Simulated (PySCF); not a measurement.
**PN: everyday levels beside a composite calculation**

PySCF; the state is a singlet (closed shell). The composite is CCSD(T) extrapolated to the basis-set limit from two correlation-consistent sets, with core-valence (CV) and scalar-relativistic (SR) terms as its label shows; it has no spin–orbit coupling and nothing beyond (T). Here it is CCSD(T)/CBS(TQ)+CV+SR. It gives Re = 1.490 Å, ωe = 1351 cm⁻¹ and De = 6.30 eV to P + N.

```csv
level,basis,relativity,Re (Å),ωe (cm⁻¹),De (eV)
RHF-CCSD,aug-pcseg-1,no relativity,1.503,1361,5.01
RHF-CCSD(T),"6-311G(d,p)",no relativity,1.505,1329,5.38
RHF-CCSD(T),def2-TZVPP,no relativity,1.502,1324,5.83
RHF-CCSD(T),def2-TZVPPD,no relativity,1.502,1323,5.87
PBE,aug-pcseg-1,no relativity,1.510,1325,6.57
revPBE,aug-pcseg-1,no relativity,1.514,1317,6.25
TPSSh,def2-TZVPPD,no relativity,1.487,1389,6.03
r²SCANh,pcseg-1,no relativity,1.490,1408,5.49
M06,def2-TZVPPD,no relativity,1.480,1418,6.19
HSE06,def2-TZVPP,no relativity,1.479,1426,5.96
```

Q: Give the difference of each row from the composite.

A: 

| level | basis | ΔRe (pm) | Δωe (%) | ΔDe (eV) |
| --- | --- | --- | --- | --- |
| RHF-CCSD | aug-pcseg-1 | +1.3 | +0.7 | -1.29 |
| RHF-CCSD(T) | 6-311G(d,p) | +1.5 | -1.6 | -0.92 |
| RHF-CCSD(T) | def2-TZVPP | +1.2 | -2.0 | -0.47 |
| RHF-CCSD(T) | def2-TZVPPD | +1.2 | -2.1 | -0.43 |
| PBE | aug-pcseg-1 | +2.0 | -1.9 | +0.27 |
| revPBE | aug-pcseg-1 | +2.4 | -2.5 | -0.05 |
| TPSSh | def2-TZVPPD | -0.3 | +2.8 | -0.27 |
| r²SCANh | pcseg-1 | +0.0 | +4.2 | -0.81 |
| M06 | def2-TZVPPD | -1.0 | +5.0 | -0.11 |
| HSE06 | def2-TZVPP | -1.1 | +5.6 | -0.34 |

Q: Which rows come closest in De?

A: revPBE in aug-pcseg-1 (-0.05 eV), counted from the composite.

Measured (Huber and Herzberg, Constants of Diatomic Molecules (1979)): Re = 1.490866 Å, ωe = 1337.24 cm⁻¹; the composite is off by -0.9 mÅ and +14.1 cm⁻¹.

Correlated steps freeze 6 core orbitals. Correlated levels converge slowly with the basis: in double zeta they bind strong bonds too weakly, by up to about 1 eV, and carry superposition errors of some tenths. Where the molecule has an RHF reference, its open-shell atoms are computed with UHF.
